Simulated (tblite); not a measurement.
# C3H7OP: the cost of one run

Computed with tblite 0.8.0 and PySCF 2.14.0, with density-fitted response routines of our own, on a single molecule, in the gas phase or a continuum. Atoms are numbered from 0 throughout.

## Step 1: Starting geometry

12 atoms, charge 0, multiplicity 1; geometry from: force field or distance geometry start.

Bonds of the start (Å): C0–P1 1.80, P1–O2 1.51, P1–C3 1.72, C3–C4 1.44, C4–P1 2.25, C0–H5 1.08, C0–H6 1.09, C0–H7 1.10, C3–H8 1.10, C3–H9 1.09, C4–H10 1.09, C4–H11 1.08.

## Step 2: Optimising the geometry with GFN2-xTB

The job: settings as JSON, then the geometry in Å.

```
{"job": {"kind": "relax", "xc": "GFN2-xTB", "basis": "xTB"}, "charge": 0, "multiplicity": 1}
C      1.517500     0.550000     0.282300
P      0.247700    -0.610000     0.807700
O      0.440400    -1.987300     0.219400
C     -1.361900    -0.136100     0.421300
C     -1.008900    -0.031800    -0.967900
H      2.422200     0.376900     0.848200
H      1.744300     0.441300    -0.782200
H      1.190000     1.584700     0.474200
H     -2.125300    -0.889400     0.657900
H     -1.723700     0.774700     0.901300
H     -0.854200    -0.923100    -1.574000
H     -0.486900     0.849600    -1.314200
```

Started as:

```bash
$ OMP_NUM_THREADS=1 python probes_run.py task.json out
```

This one command runs all jobs of the session in turn.

Q: Estimate the wall time of this first job on 1 thread of Arm Neoverse V1, shared host.

About 1.3 s.
